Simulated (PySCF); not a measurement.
# CCSDTQ/SBKJC (core potential) run of H3O+ (oxonium)

What is the energy change on altering one bond length of H3O+ (oxonium) at CCSDTQ/SBKJC (core potential)? The job is set up through a Python script.

The calculation is run with PySCF 2.14.0.

4 further runs of the same task are left out: 1 that didn't finish, 3 set aside as unsound or not needed.

## Step 1: Starting point

H3O+ has 4 atoms, charge +1, and is taken as a singlet. As SMILES, `[OH3+]`. Geometry: relaxed at GFN2-xTB.

Bond lengths: O1–H2 0.983 Å, O1–H3 0.983 Å, O1–H4 0.984 Å. Angles: H2–O1–H3 112.0°, H2–O1–H4 112.0°, H3–O1–H4 112.0°.

## Step 2: The energy at CCSDTQ/SBKJC (core potential)

Contents of input.py:

```python
from pyscf import gto, cc

mol = gto.M(
    atom='O 0.196050 -0.061020 -0.056900; H 0.214230 0.919440 0.016470; H -0.413410 -0.366620 -0.765680; H 0.003130 -0.491800 0.806120',
    verbose=4,
    basis='sbkjc',
    spin=0,
    charge=1,
    ecp={'O': 'sbkjc'},
    max_memory=1860,
    symmetry=True,
)

myscf = mol.RHF()
myscf.kernel()

mycc = cc.CCSDTQ(myscf)
mycc.kernel()
e_tot = mycc.e_tot
print('E(%s) = %.9f' % ('CCSDTQ', e_tot))
```

The run is started by

```sh
$ OMP_NUM_THREADS=1 python input.py
```

Standard output:

```text
PySCF version 2.14.0

[INPUT] num. atoms = 4
[INPUT] num. electrons = 8
[INPUT] charge = 1
[INPUT] spin (= nelec alpha-beta = 2S) = 0
[INPUT] symmetry True subgroup None
[INPUT] Mole.unit = angstrom
[INPUT] Symbol           X                Y                Z      unit          X                Y                Z       unit  Magmom
[INPUT]  1 O      0.196050000000  -0.061020000000  -0.056900000000 AA    0.370480806721  -0.115311088121  -0.107525416488 Bohr   0.0
[INPUT]  2 H      0.214230000000   0.919440000000   0.016470000000 AA    0.404836027666   1.737489787970   0.031123789272 Bohr   0.0
[INPUT]  3 H     -0.413410000000  -0.366620000000  -0.765680000000 AA   -0.781231677156  -0.692811391788  -1.446925499057 Bohr   0.0
[INPUT]  4 H      0.003130000000  -0.491800000000   0.806120000000 AA    0.005914842770  -0.929367308061   1.523346023534 Bohr   0.0

nuclear repulsion = 10.658437046886
point group symmetry = C1
symmetry origin: [0. 0. 0.]
symmetry axis x: [1. 0. 0.]
symmetry axis y: [0. 1. 0.]
symmetry axis z: [0. 0. 1.]
num. orbitals of irrep A = 14
number of shells = 10
number of NR pGTOs = 25
number of NR cGTOs = 14
basis = sbkjc
ecp = {'O': 'sbkjc'}

******** <class 'pyscf.scf.hf.RHF'> ********
method = RHF
initial guess = minao
damping factor = 0
level_shift factor = 0
DIIS = <class 'pyscf.scf.diis.CDIIS'>
diis_start_cycle = 1
diis_space = 8
diis_damp = 0
SCF conv_tol = 1e-09
SCF conv_tol_grad = None
SCF max_cycles = 50
direct_scf = True
direct_scf_tol = 1e-13
Set gradient conv threshold to 3.16228e-05
Initial guess from minao.
init E= -16.2064195836306
  HOMO = -0.193375050723661  LUMO = 0.141945728768358  gap/eV = 9.12454
cycle= 1 E= -16.872156595287  delta_E= -0.666  |g|= 0.991  |ddm|=  2.4
  HOMO = -1.20499432788734  LUMO = -0.194031968814787  gap/eV = 27.50969
cycle= 2 E= -17.0419976997334  delta_E= -0.17  |g|= 0.552  |ddm|= 1.06
  HOMO = -0.945834093768727  LUMO = -0.123739831127487  gap/eV = 22.37032
cycle= 3 E= -17.1018292418999  delta_E= -0.0598  |g|= 0.0361  |ddm|= 0.359
  HOMO = -0.942682690999781  LUMO = -0.113348510575261  gap/eV = 22.56733
cycle= 4 E= -17.102437436633  delta_E= -0.000608  |g|= 0.0072  |ddm|= 0.0861
  HOMO = -0.942656680727369  LUMO = -0.114012890603332  gap/eV = 22.54855
cycle= 5 E= -17.1024830855217  delta_E= -4.56e-05  |g|= 0.000868  |ddm|= 0.0287
  HOMO = -0.943150818006037  LUMO = -0.113902775753572  gap/eV = 22.56499
cycle= 6 E= -17.1024834672425  delta_E= -3.82e-07  |g|= 0.000129  |ddm|= 0.0018
  HOMO = -0.943158875058228  LUMO = -0.113916355795644  gap/eV = 22.56484
cycle= 7 E= -17.1024834760768  delta_E= -8.83e-09  |g|= 1.87e-05  |ddm|= 0.000209
  HOMO = -0.943167782813327  LUMO = -0.113916250931082  gap/eV = 22.56508
cycle= 8 E= -17.1024834762677  delta_E= -1.91e-10  |g|= 1.44e-06  |ddm|= 5.3e-05
  HOMO = -0.943167423299739  LUMO = -0.113915886461721  gap/eV = 22.56508
Extra cycle  E= -17.1024834762682  delta_E= -4.76e-13  |g|= 6.53e-07  |ddm|= 1.42e-06
converged SCF energy = -17.1024834762682

******** <class 'pyscf.cc.rccsdtq.RCCSDTQ'> ********
RCCSDTQ nocc = 4, nmo = 14
Allocating only the i<=j<=k<=l part of the T4 amplitude in memory
max_cycle = 50
conv_tol = 1e-07
conv_tol_normt = 1e-06
diis with the T4 amplitude
diis_space = 6
diis_start_cycle = 0
diis_start_energy_diff = 1e+09
einsum_backend: numpy
_make_eris_incore_RCCSDTQ
blksize  4

WARN: A large `blksize` is being used, which may cause large memory consumption
      for storing contraction intermediates. If memory is sufficient, consider using
      `pyscf.cc.rccsdtq_highm.RCCSDTQ` instead.

Approximate memory usage estimate
    ERIs memory               300 KB
    T1-ERIs memory            300 KB
Init t2, MP2 energy = -17.213012278774  E_corr(MP2) -0.110528802506
Init E_corr(RCCSDTQ) = -0.110528802505554
cycle =  1  E_corr(RCCSDTQ) = -0.115158643821  dE = -4.629841315456e-03  norm(d tamps) = 3.44718292e-02
cycle =  2  E_corr(RCCSDTQ) = -0.119793780410  dE = -4.635136588720e-03  norm(d tamps) = 1.33055134e-02
cycle =  3  E_corr(RCCSDTQ) = -0.120382709997  dE = -5.889295875159e-04  norm(d tamps) = 4.78626055e-03
cycle =  4  E_corr(RCCSDTQ) = -0.121113011654  dE = -7.303016563951e-04  norm(d tamps) = 2.06129440e-03
cycle =  5  E_corr(RCCSDTQ) = -0.121111028176  dE =  1.983478123038e-06  norm(d tamps) = 3.32868221e-04
cycle =  6  E_corr(RCCSDTQ) = -0.121102000561  dE =  9.027614066126e-06  norm(d tamps) = 1.16465987e-04
cycle =  7  E_corr(RCCSDTQ) = -0.121103003146  dE = -1.002584462437e-06  norm(d tamps) = 3.62240505e-05
cycle =  8  E_corr(RCCSDTQ) = -0.121103080009  dE = -7.686352947178e-08  norm(d tamps) = 1.02509097e-05
cycle =  9  E_corr(RCCSDTQ) = -0.121103047332  dE =  3.267744147495e-08  norm(d tamps) = 3.72308910e-06
cycle = 10  E_corr(RCCSDTQ) = -0.121103013826  dE =  3.350623302423e-08  norm(d tamps) = 1.12926621e-06
cycle = 11  E_corr(RCCSDTQ) = -0.121102993517  dE =  2.030841531053e-08  norm(d tamps) = 2.19690651e-07
RCCSDTQ converged
E(RCCSDTQ) = -17.22358646978557   E_corr = -0.1211029935173535
E_corr(same-spin) = -0.0197982688896468
E_corr(oppo-spin) = -0.101304724627707
E(CCSDTQ) = -17.223586470
```

It took 40 s on 1 thread of Arm Neoverse V2, shared host; peak memory 0.26 GiB.

## Step 3: The distorted shape

Contents of run.py:

```python
from pyscf import gto, scf, cc

molecule = gto.M(
    atom='O 0.191505 -0.306135 -0.075242; H 0.214230 0.919440 0.016470; H -0.417955 -0.611735 -0.784023; H -0.001415 -0.736915 0.787777',
    ecp={'O': 'sbkjc'},
    basis='sbkjc',
    symmetry=True,
    verbose=4,
    max_memory=1860,
    charge=1,
)

mf = scf.RHF(molecule)
mf.kernel()

mycc = cc.CCSDTQ(mf)
mycc.kernel()
e_tot = mycc.e_tot
print(f'total energy: {e_tot:.8f} hartree')
```

The run is started by

```sh
$ OMP_NUM_THREADS=1 python run.py
```

Standard output:

```text
PySCF version 2.14.0

[INPUT] num. atoms = 4
[INPUT] num. electrons = 8
[INPUT] charge = 1
[INPUT] spin (= nelec alpha-beta = 2S) = 0
[INPUT] symmetry True subgroup None
[INPUT] Mole.unit = angstrom
[INPUT] Symbol           X                Y                Z      unit          X                Y                Z       unit  Magmom
[INPUT]  1 O      0.191505000000  -0.306135000000  -0.075242000000 AA    0.361892001485  -0.578511307144  -0.142186773065 Bohr   0.0
[INPUT]  2 H      0.214230000000   0.919440000000   0.016470000000 AA    0.404836027666   1.737489787970   0.031123789272 Bohr   0.0
[INPUT]  3 H     -0.417955000000  -0.611735000000  -0.784023000000 AA   -0.789820482393  -1.156011610811  -1.481588745360 Bohr   0.0
[INPUT]  4 H     -0.001415000000  -0.736915000000   0.787777000000 AA   -0.002673962466  -1.392567527084   1.488682777231 Bohr   0.0

nuclear repulsion = 9.9389763696375
point group symmetry = C1
symmetry origin: [0. 0. 0.]
symmetry axis x: [1. 0. 0.]
symmetry axis y: [0. 1. 0.]
symmetry axis z: [0. 0. 1.]
num. orbitals of irrep A = 14
number of shells = 10
number of NR pGTOs = 25
number of NR cGTOs = 14
basis = sbkjc
ecp = {'O': 'sbkjc'}

******** <class 'pyscf.scf.hf.RHF'> ********
method = RHF
initial guess = minao
damping factor = 0
level_shift factor = 0
DIIS = <class 'pyscf.scf.diis.CDIIS'>
diis_start_cycle = 1
diis_space = 8
diis_damp = 0
SCF conv_tol = 1e-09
SCF conv_tol_grad = None
SCF max_cycles = 50
direct_scf = True
direct_scf_tol = 1e-13
Set gradient conv threshold to 3.16228e-05
[... 1 set-up line as earlier in the session ...]
init E= -16.0455716554248
  HOMO = -0.177079207018261  LUMO = 0.0965094718374466  gap/eV = 7.44473
cycle= 1 E= -16.7855723756426  delta_E= -0.74  |g|= 1.07  |ddm|= 2.45
  HOMO = -1.20273520700824  LUMO = -0.262103564680312  gap/eV = 25.59589
cycle= 2 E= -16.9724718744278  delta_E= -0.187  |g|= 0.674  |ddm|= 1.21
  HOMO = -0.917118317749251  LUMO = -0.179183100313847  gap/eV = 20.08024
cycle= 3 E= -17.0645000908712  delta_E= -0.092  |g|= 0.0474  |ddm|= 0.43
  HOMO = -0.912699816515246  LUMO = -0.167528873441324  gap/eV = 20.27713
cycle= 4 E= -17.0656198106902  delta_E= -0.00112  |g|= 0.0109  |ddm|= 0.106
  HOMO = -0.912602710181877  LUMO = -0.168250073011602  gap/eV = 20.25487
cycle= 5 E= -17.0657438946787  delta_E= -0.000124  |g|= 0.00176  |ddm|= 0.0421
  HOMO = -0.913538743958097  LUMO = -0.168198098857827  gap/eV = 20.28175
cycle= 6 E= -17.0657464202768  delta_E= -2.53e-06  |g|= 0.00044  |ddm|= 0.00406
  HOMO = -0.913606980878918  LUMO = -0.16822348262425  gap/eV = 20.28292
cycle= 7 E= -17.0657465823085  delta_E= -1.62e-07  |g|= 5.77e-05  |ddm|= 0.00107
  HOMO = -0.91361323117173  LUMO = -0.168224502132097  gap/eV = 20.28306
cycle= 8 E= -17.0657465845731  delta_E= -2.26e-09  |g|= 1.59e-05  |ddm|= 0.000133
  HOMO = -0.913608759693303  LUMO = -0.168224435885435  gap/eV = 20.28294
cycle= 9 E= -17.065746584727  delta_E= -1.54e-10  |g|= 2.84e-06  |ddm|= 3.31e-05
  HOMO = -0.913609651941314  LUMO = -0.168224986614856  gap/eV = 20.28295
Extra cycle  E= -17.0657465847286  delta_E= -1.54e-12  |g|= 1.56e-06  |ddm|= 2.79e-06
converged SCF energy = -17.0657465847286

******** <class 'pyscf.cc.rccsdtq.RCCSDTQ'> ********
RCCSDTQ nocc = 4, nmo = 14
Allocating only the i<=j<=k<=l part of the T4 amplitude in memory
max_cycle = 50
conv_tol = 1e-07
conv_tol_normt = 1e-06
diis with the T4 amplitude
diis_space = 6
diis_start_cycle = 0
diis_start_energy_diff = 1e+09
einsum_backend: numpy
_make_eris_incore_RCCSDTQ
blksize  4

WARN: A large `blksize` is being used, which may cause large memory consumption
      for storing contraction intermediates. If memory is sufficient, consider using
      `pyscf.cc.rccsdtq_highm.RCCSDTQ` instead.

Approximate memory usage estimate
    ERIs memory               300 KB
    T1-ERIs memory            300 KB
Init t2, MP2 energy = -17.185456521569  E_corr(MP2) -0.119709936841
Init E_corr(RCCSDTQ) = -0.11970993684093
cycle =  1  E_corr(RCCSDTQ) = -0.122959904139  dE = -3.249967297655e-03  norm(d tamps) = 4.02659709e-02
cycle =  2  E_corr(RCCSDTQ) = -0.128726106445  dE = -5.766202306629e-03  norm(d tamps) = 1.73971821e-02
cycle =  3  E_corr(RCCSDTQ) = -0.129323183772  dE = -5.970773269403e-04  norm(d tamps) = 7.08517429e-03
cycle =  4  E_corr(RCCSDTQ) = -0.130518489961  dE = -1.195306189086e-03  norm(d tamps) = 3.42835039e-03
cycle =  5  E_corr(RCCSDTQ) = -0.130505097360  dE =  1.339260164845e-05  norm(d tamps) = 6.50465218e-04
cycle =  6  E_corr(RCCSDTQ) = -0.130481822592  dE =  2.327476799185e-05  norm(d tamps) = 2.58873038e-04
cycle =  7  E_corr(RCCSDTQ) = -0.130483552792  dE = -1.730200138356e-06  norm(d tamps) = 9.35673531e-05
cycle =  8  E_corr(RCCSDTQ) = -0.130484597321  dE = -1.044529116895e-06  norm(d tamps) = 2.92731451e-05
cycle =  9  E_corr(RCCSDTQ) = -0.130484759050  dE = -1.617295484480e-07  norm(d tamps) = 1.17015482e-05
cycle = 10  E_corr(RCCSDTQ) = -0.130484713629  dE =  4.542141487929e-08  norm(d tamps) = 3.66646457e-06
cycle = 11  E_corr(RCCSDTQ) = -0.130484701273  dE =  1.235592556048e-08  norm(d tamps) = 9.26474493e-07
RCCSDTQ converged
E(RCCSDTQ) = -17.19623128600162   E_corr = -0.1304847012730636
E_corr(same-spin) = -0.0209370309217593
E_corr(oppo-spin) = -0.109547670351304
total energy: -17.19623129 hartree
```

Run time: 40 s. Hardware: 1 thread of Arm Neoverse V2, shared host; peak memory 0.25 GiB.

## Step 4: Results

Level: CCSDTQ/SBKJC (core potential).

```
                                                         quantity         value
                                        first shape: total energy  -17.22359 Eh
                 first shape: HOMO energy (Hartree–Fock orbitals)     -25.66 eV
                 first shape: LUMO energy (Hartree–Fock orbitals)      -3.10 eV
               first shape: HOMO–LUMO gap (Hartree–Fock orbitals)      22.57 eV
                                  first shape: correlation energy    -121.1 mEh
                                       first shape: T1 diagnostic         0.007
                                    distorted shape: total energy  -17.19623 Eh
             distorted shape: HOMO energy (Hartree–Fock orbitals)     -24.86 eV
             distorted shape: LUMO energy (Hartree–Fock orbitals)      -4.58 eV
           distorted shape: HOMO–LUMO gap (Hartree–Fock orbitals)      20.28 eV
                              distorted shape: correlation energy    -130.5 mEh
                                   distorted shape: T1 diagnostic         0.010
energy change with the O1–H2 bond stretched from 0.983 to 1.229 Å      0.744 eV
```

In words: With the O1–H2 bond stretched from 0.983 to 1.229 Å the energy rises by 0.74 eV (17.2 kcal/mol). The first shape isn't relaxed at this level, so the change isn't measured from a minimum.
